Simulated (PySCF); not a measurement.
## C5H7P: core ionisation energies

Species: C5H7P.
Numbering: `[CH:1]#[C:2][P:3]1[CH2:4][CH2:5][CH2:6]1`

Geometry (GFN2-xTB, Å), atoms numbered from 1 in this order:
```
atom  x, y, z in Å
C1     2.6946    0.7517    0.0587
C2     1.7802    0.1708   -0.4639
P3     0.5691   -0.7562   -1.3602
C4    -0.4738   -1.2490    0.1305
C5    -1.1553    0.1248    0.1647
C6    -0.8027    0.5333   -1.2712
H7     3.4616    1.2768    0.5498
H8     0.0718   -1.5434    1.0256
H9    -1.1643   -2.0479   -0.1444
H10   -0.6641    0.7808    0.8834
H11   -2.2233    0.1040    0.3887
H12   -0.5028    1.5691   -1.4216
H13   -1.5953    0.2856   -1.9789
```

The calculation used delta-SCF UKS SCAN, pcX-2 on the ionised atom, pcseg-1 elsewhere, spin-free X2C (PySCF). Each binding energy is the total energy of the core-ionised species, with the hole localised on one atom, minus that of the ground state; both are solved self-consistently, so orbital relaxation is included.

Task: Give the core binding energies atom by atom.

Result: 
```tsv
atom(s)	bonded to	level	binding energy (eV)	2p1/2 (eV)	above the level's lowest (eV)	count
P3	3 C	P 1s	2150.20	–	0.00	1
C5	2 C and 2 H	C 1s	290.66	–	+0.78	1
C4/C6	C, 2 H and P	C 1s	290.27	–	+0.39	2
C2	C (triple bond) and P	C 1s	290.17	–	+0.29	1
C1	C (triple bond) and H	C 1s	289.88	–	0.00	1
P3	3 C	P 2p3/2	136.53	137.43	0.00	1
```

The listed C 1s values span 0.78 eV, from C1 (bonded to C (triple bond) and H) to C5 (bonded to 2 C and 2 H). The widest gap between neighbouring values is 0.39 eV, between 290.27 and 290.66 eV. Summing the Pauling electronegativity differences to the bonded atoms, each weighted by its formal bond order, gives -0.35 for the lowest site and -0.70 for the highest; the largest sum, -0.35, belongs to C1, 0.78 eV below the top. The smallest sum, -1.06, belongs to C4/C6, 0.39 eV above the lowest.

Task: Which effective nuclear charge Zeff reproduces each element's mean 1s value in the hydrogen-like formula E = 13.606 eV × Zeff²?

Result: C (Z = 6): mean 290.2 eV, Zeff = 4.62, Z − Zeff = 1.38; P (Z = 15): mean 2150.2 eV, Zeff = 12.57, Z − Zeff = 2.43. Means run over the listed sites, weighted by atom count.

Atoms equivalent by their bonding share one computed value, that of the first of them. The unrestricted hole states depart most from a pure doublet (⟨S²⟩ = 0.75; over 0.85 named) for C 1s of C2 (0.86), which makes this value less certain. The 2p values add to the ΔSCF energy of one spin-free hole a correction within the shell (spin–orbit coupling, ligand field). 2p1/2 minus 2p3/2 (ligand field included): P 0.90 eV. Isolated species at its GFN2-xTB geometry (one conformer only).
